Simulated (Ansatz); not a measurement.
Cost and result for the atomization energy of `C/N=C/Cl` (8 atoms, 7 bonds).

| atom | x (Å) | y (Å) | z (Å) |
| --- | --- | --- | --- |
| C1 | -0.484 | -0.879 | 0.434 |
| N2 | 0.709 | -0.153 | 0.077 |
| C3 | 0.571 | 0.956 | -0.472 |
| Cl4 | 1.933 | 1.911 | -0.942 |
| H5 | -1.416 | -0.358 | 0.178 |
| H6 | -0.469 | -1.849 | -0.068 |
| H7 | -0.469 | -1.074 | 1.508 |
| H8 | -0.375 | 1.446 | -0.715 |

Charge 0, multiplicity 1. The structure was optimised at the PBE0-D4/def2-TZVP level. Program: Ansatz. All runs use 2 threads of an AMD EPYC 7B13 on a shared host. Times are those of one run each, without the atoms' runs, and a repeat can differ threefold. Electronic energies, without spin–orbit coupling; frozen cores. CCSD(T)/CBS adds CCSD(T) − MP2 in def2-TZVPP to the MP2 limit, and its time is that of the two runs behind it. T1 = 0.011.

CCSD(T)/CBS is a level of theory with its own doubt, some kJ/mol a heavy atom from the limit and from the frozen cores, so smaller differences don't rank the functionals.

| level | functions | wall time |
| --- | --- | --- |
| LDA (SPW92)/def2-TZVPP | 191 | 1 s |
| revPBE-D4/def2-TZVPP | 191 | 1.5 s |
| BLYP-D4/def2-TZVPP | 191 | 1.6 s |
| PBE-D4/def2-TZVPP (with forces) | 191 | 1.9 s |
| CCSD(T)/def2-SVP | 80 | 2.1 s |
| BHLYP-D4/def2-TZVPP | 191 | 2.1 s |
| CAM-B3LYP-D4/def2-TZVPP | 191 | 2.3 s |
| r2SCAN-D4/def2-TZVPP (with forces) | 191 | 3.3 s |
| B2PLYP/def2-TZVPP | 191 | 4 s |
| B97M-V/def2-TZVPP | 191 | 5.5 s |
| MP2/def2-QZVPP | 361 | 14 s |
| CCSD(T)/def2-TZVPP | 191 | 41 s |
| CCSD(T)/CBS(def2) | – | 55 s |

Question: What atomization energy does each give, and how far from CCSD(T)/CBS? (Estimate.)

Answer: Ansatz gave: 
```csv
level,atomization (kJ/mol),difference from CCSD(T)/CBS,per bond
LDA (SPW92)/def2-TZVPP,3485.8,506.9,72.4
revPBE-D4/def2-TZVPP,3018.6,39.7,5.7
BLYP-D4/def2-TZVPP,3015.1,36.2,5.2
PBE-D4/def2-TZVPP (with forces),3101.8,122.9,17.6
CCSD(T)/def2-SVP,2818.0,-160.9,-23.0
BHLYP-D4/def2-TZVPP,2877.7,-101.2,-14.5
CAM-B3LYP-D4/def2-TZVPP,3000.9,22.0,3.1
r2SCAN-D4/def2-TZVPP (with forces),2994.3,15.4,2.2
B2PLYP/def2-TZVPP,2961.9,-17.0,-2.4
B97M-V/def2-TZVPP,2997.7,18.8,2.7
MP2/def2-QZVPP,3004.7,25.8,3.7
CCSD(T)/def2-TZVPP,2893.9,-85.0,-12.1
CCSD(T)/CBS(def2),2978.9,0.0,0.0
```

In def2-TZVPP, CCSD(T) changes the Hartree–Fock value by +828.2 kJ/mol (the triples alone add +58.6 kJ/mol) and MP2 by +888.7 kJ/mol; breaking electron pairs costs correlation energy, which Hartree–Fock lacks. From r2SCAN to r2SCAN0 (25 % exact exchange), in def2-TZVPP and without D4, the atomization energy moves by −62.3 kJ/mol: exact exchange takes away binding that semilocal exchange gives to molecules. Leaving LDA and LC-ωPBE aside and taking each functional with its dispersion term where it has one, the values spread over 224.1 kJ/mol, from BHLYP-D4 to PBE-D4. LDA lies +397.1 kJ/mol from PBE without D4, its usual overbinding.
